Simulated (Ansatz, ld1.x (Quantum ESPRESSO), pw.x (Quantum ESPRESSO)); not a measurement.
## pw.x on bcc W: one setting changed

Potential: PAW, ld1.x (Quantum ESPRESSO) 7.5, PBEsol; core [Kr] 4d10 4f14, reference 5s2 5p6 5d4 6s2 6p0; waves: 5s (bound): rcut 1.35, rcutus 1.75 bohr; 6s (bound): rcut 1.35, rcutus 1.75 bohr; 5p (bound): rcut 1.65, rcutus 1.75 bohr; 6p (bound, empty): rcut 1.65, rcutus 1.75 bohr; 5d (bound): rcut 2.05, rcutus 2.55 bohr; 5d channel at 2.35 Ry: rcut 2.05, rcutus 2.55 bohr; local part: all-electron potential smoothed inside 2.05 bohr (lloc = -2); core correction: Bessel-smoothed model core inside 1.64 bohr; augmentation: BESSEL, radius 1.05 bohr.

The reference run (k-mesh 15³, cutoffs 55/440 Ry, Fermi–Dirac 0.01 Ry, mixing_beta 0.4, conv_thr 1e-9, no spin) gives 1.75 GPa at 15.687 Å³/atom, where all-electron LAPW gives 0.22 GPa. This run, with its own iteration cap, changes mixing_beta to 0.1.

```
&control
  calculation='scf', prefix='x', pseudo_dir='./', outdir='./tmp', tstress=.true., disk_io='none'
/
&system
  ibrav=0, nat=1, ntyp=1, ecutwfc=55, ecutrho=440, nbnd=15,
  occupations='smearing', smearing='fd', degauss=0.01
/
&electrons
  conv_thr=1e-09, mixing_beta=0.1, electron_maxstep=60
/
ATOMIC_SPECIES
W 1.0 W.UPF
CELL_PARAMETERS angstrom
  -1.57698163 1.57698163 1.57698163
  1.57698163 -1.57698163 1.57698163
  1.57698163 1.57698163 -1.57698163
ATOMIC_POSITIONS crystal
W 0.0000 0.0000 0.0000
K_POINTS automatic
15 15 15 0 0 0
```

```bash
pw.x < W.scf.in > W.scf.out
```

**Question.** How does the run end?

**Answer.** It converges in 48 iterations; the free energy moves by +0.0 meV/atom and the pressure by +0.00 GPa. The result is that of the reference run.

```
Message from routine setup:
     using ibrav=0 with symmetry is DISCOURAGED, use correct ibrav instead
     lattice parameter (alat)  =       5.1616  a.u.
     unit-cell volume          =     105.8611 (a.u.)^3
     number of electrons       =        14.00
     number of Kohn-Sham states=           15
     kinetic-energy cutoff     =      55.0000  Ry
     charge density cutoff     =     440.0000  Ry
     scf convergence threshold =      1.0E-09
     Exchange-correlation= SLA  PW   PSX  PSC
     number of k points=   120  Fermi-Dirac smearing, width (Ry)=  0.0100
     iteration #  1     ecut=    55.00 Ry     beta= 0.10
     total energy              =    -750.82844216 Ry
     estimated scf accuracy    <       0.18486284 Ry
     iteration #  2     ecut=    55.00 Ry     beta= 0.10
     negative rho (up, down):  5.231E-03 0.000E+00
     total energy              =    -750.80206840 Ry
     estimated scf accuracy    <       0.13832838 Ry
     iteration #  3     ecut=    55.00 Ry     beta= 0.10
     negative rho (up, down):  5.981E-03 0.000E+00
     total energy              =    -750.81147802 Ry
     estimated scf accuracy    <       0.00606828 Ry
     [... 42 iterations left out ...]
     iteration # 46     ecut=    55.00 Ry     beta= 0.10
     negative rho (up, down):  1.453E-02 0.000E+00
     total energy              =    -750.81267333 Ry
     estimated scf accuracy    <       0.00000001 Ry
     iteration # 47     ecut=    55.00 Ry     beta= 0.10
     negative rho (up, down):  1.452E-02 0.000E+00
     total energy              =    -750.81267336 Ry
     estimated scf accuracy    <          5.5E-09 Ry
     iteration # 48     ecut=    55.00 Ry     beta= 0.10
     negative rho (up, down):  1.452E-02 0.000E+00
     the Fermi energy is    22.3860 ev
!    total energy              =    -750.81267341 Ry
     estimated scf accuracy    <          1.0E-10 Ry
     smearing contrib. (-TS)   =      -0.00217715 Ry
     convergence has been achieved in  48 iterations
     negative rho (up, down):  1.452E-02 0.000E+00
          total   stress  (Ry/bohr**3)                   (kbar)     P=       17.47
     Message from routine punch:
     Nothing written, as per user request (disk_io='none')
```

The run took about 83 s on one core of a shared host (Neoverse-V1, 32 threads, 247 GiB, load 14).
